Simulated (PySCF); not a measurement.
Species: C₃H₄FNO.
Structure used (GFN2-xTB), in Å, numbered top down from 1:
```
atom  x, y, z in Å
O1    -1.7038    0.7854   -1.6016
C2    -1.7335    0.3043   -0.5007
N3    -0.6410   -0.0646    0.2191
C4     0.6520    0.0803   -0.2559
C5     1.7349   -0.2717    0.4223
F6     1.6426   -0.8103    1.6593
H7    -2.6697    0.1080    0.0514
H8    -0.7476   -0.4642    1.1413
H9     0.7240    0.5104   -1.2418
H10    2.7509   -0.1730    0.0840
```

The calculation used PySCF, TDDFT CAM-B3LYP/def2-SVPD, vertical, gas phase, core orbitals frozen in the response.

Orbital energies (eV): HOMO-3 -12.86, HOMO-2 -11.36, HOMO-1 -9.60, HOMO -8.33, LUMO 0.46, LUMO+1 1.05, LUMO+2 1.58.

Computed singlets:

```
state  E (eV)       f
   S1    5.51  0.0012
   S2    6.09   0.513
   S3    6.24  0.0029
   S4    6.82   0.024
   S5    7.52  0.0024
   S6    7.71   0.059
   S7    7.86   0.022
   S8    8.10  0.0018
```

Which orbital pair leads each of S1, S2, S3 and S4, and how does its energy difference Δε compare with the excitation energy?

```csv
state,leading configuration,weight,Δε (eV),E (eV),E − Δε (eV),f,other configurations
S1,HOMO-1→LUMO,0.85,10.06,5.51,-4.55,0.0012,H-1→L+4 (13%)
S2,HOMO→LUMO,0.96,8.79,6.09,-2.70,0.513,–
S3,HOMO→LUMO+1,0.90,9.37,6.24,-3.13,0.0029,–
S4,HOMO→LUMO+2,0.88,9.91,6.82,-3.09,0.024,–
```

E − Δε runs from -4.55 to -2.70 eV. By orbital difference alone the order would be S2, S3, S4, S1.

H and L stand for HOMO and LUMO. The other states: S5 7.52 eV, f 0.0024, H→L+3 (80%); S6 7.71 eV, f 0.059, H-1→L+1 (57%), H→L+4 (26%); S7 7.86 eV, f 0.022, H→L+4 (68%), H-1→L+1 (18%); S8 8.10 eV, f 0.0018, H→L+5 (78%), H→L+6 (9%).

Which computed triplets share their leading configuration (75% or more) with a singlet, and how far apart are the partners?

```csv
configuration,triplet,E(T) (eV),singlet,E(S) (eV),E(S) − E(T) (eV)
HOMO→LUMO,T1,3.92,S2,6.09,+2.17
HOMO-1→LUMO,T2,5.02,S1,5.51,+0.49
```

The 3 triplets are Tamm–Dancoff values, the singlets full response.

Summed over the main configurations (up to three a state, each over 8%) of all 8 singlets, the electron leaves HOMO with weight 5.34 and HOMO-1 with weight 1.74.

One conformer stands for the species.
